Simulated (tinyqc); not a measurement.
Inside a calculation. Method: ROHF in the sto-3g basis, for NH3+, spin multiplicity 2. One step of it, computed by the program tinyqc.

Question. Iteration 2: DIIS coefficients. Solve [B -1; -1 0][c; lambda] = [0; -1] for the coefficients, which sum to one.

B (overlaps of the stored error matrices):
```
                1               2
1   2.5779482e+00  -1.7413389e+00
2  -1.7413389e+00   1.7376880e+00
```

Give: DIIS coefficients.

Answer.

DIIS coefficients: 0.4461  0.5539
